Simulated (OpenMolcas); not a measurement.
**How methods differ on AlHClF (SMILES [F][AlH][Cl])**

The species is AlHClF (4 atoms), meant as a singlet with charge 0. SMILES: `[F][AlH][Cl]`. The shape comes from GFN2-xTB, which is rough for such elements, and wasn't checked as a minimum.

Quantity: the vertical energy of the triplet above the singlet, in eV. The values are calculated.

| level | kind | program | value (eV) | CPU time (all runs) |
| --- | --- | --- | --- | --- |
| HF/STO-3G, open shells restricted | Hartree–Fock | OpenMolcas | 7.92 | 6.3 s |
| SVWN5/STO-3G | LDA | OpenMolcas | 7.59 | 15 s |
| r2SCAN/STO-3G | meta-GGA | OpenMolcas | 7.76 | 30 s |
| B3LYP/STO-3G | global hybrid | OpenMolcas | 7.92 | 19 s |
| M06-2X/STO-3G | hybrid meta-GGA | OpenMolcas | ? | 26 s |
| PBE0/STO-3G | global hybrid | OpenMolcas | ? | 16 s |
| CASSCF(2,2)/STO-3G | multireference | OpenMolcas | 8.35 | 4.5 s |
| MRCI(2,2)/STO-3G | multireference | OpenMolcas | 8.34 | 4.5 s |
| FCI/STO-3G, open shells restricted | exact in the basis | OpenMolcas | 8.36 | 4.7 min |

(1) Estimate what the levels marked ? give.

## Answers

(1) As computed at these levels: M06-2X/STO-3G: 8.25 eV; PBE0/STO-3G: 7.94 eV. The values span 7.59 to 8.36 eV. A triplet this far above the singlet is often a Rydberg-like or dissociative state; sets without diffuse functions put Rydberg states too high. All rows use very small basis sets, so even the best lies far from the true value. CPU times are rough (shared hosts, several kinds of processor): they show what a rung costs within a factor of a few.
